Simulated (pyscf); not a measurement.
Structures and frequencies: ωB97X-D3(BJ)/def2-SVP in PySCF.

### Question
For the elementary gas-phase step H₃C–SnH₃ + hydrogen chloride (HCl) → H₃C–SnH₂–Cl + hydrogen (H₂) (singlet surface; H–Sn, Cl–H broken, Cl–Sn, H–H formed), what barrier and reaction energy does ωB97M-D3(BJ)/def2-TZVP give, measured from the separated reactants?

### Answer
ΔE‡ = 109.0 kJ/mol, ΔE = -76.6 kJ/mol. Zero-point energy shifts the barrier by +2.4 kJ/mol. It is a four-centre exchange, with an imaginary mode of 1033i cm⁻¹. One saddle was located; it need not be the lowest between these sides. Elements past Kr carry the def2 core potentials, without spin-orbit coupling.
